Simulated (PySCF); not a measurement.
**Nitrogen: a sound run and one with changed settings**

Sound run: N [He] 2s2 2p3, N⁺ [He] 2s2 2p2. All numbers are calculated (PySCF 2.14, no relativity, point nucleus, in def2-TZVP (5s3p2d1f, 31 functions)). The sound run starts from symmetry-adapted Hartree-Fock orbitals and uses a fine grid where one is needed.

A second run was set up differently.

```json
{"species": "N", "method": "UHF", "sound run (hartree)": "-54.40275", "changed run (hartree)": "-54.40275", "converged": "yes"}
{"species": "N", "method": "MN15", "sound run (hartree)": "-54.54282", "changed run (hartree)": "-54.54190", "converged": "yes"}
{"species": "N", "method": "PBE", "sound run (hartree)": "-54.53214", "changed run (hartree)": "-54.53197", "converged": "yes"}
{"species": "N⁺", "method": "UHF", "sound run (hartree)": "-53.89200", "changed run (hartree)": "-53.89200", "converged": "yes"}
{"species": "N⁺", "method": "MN15", "sound run (hartree)": "-54.00852", "changed run (hartree)": "-54.00703", "converged": "yes"}
{"species": "N⁺", "method": "PBE", "sound run (hartree)": "-53.99133", "changed run (hartree)": "-53.99128", "converged": "yes"}
```

Ionisation energy of N:

| method | sound run (eV) | changed run (eV) |
| --- | --- | --- |
| UHF | 13.898 | 13.898 |
| MN15 | 14.539 | 14.555 |
| PBE | 14.716 | 14.713 |

(1) What was changed?
A. basis contracted for another Hamiltonian
B. all electrons correlated in a valence basis
C. radial grid too coarse
D. minimal basis

Answers

(1) C. It used radial step 0.3 in ln r (0.13 in the sound run). A coarse radial grid mis-integrates the density and the exchange-correlation energy, with errors of either sign; Hartree-Fock needs no grid.
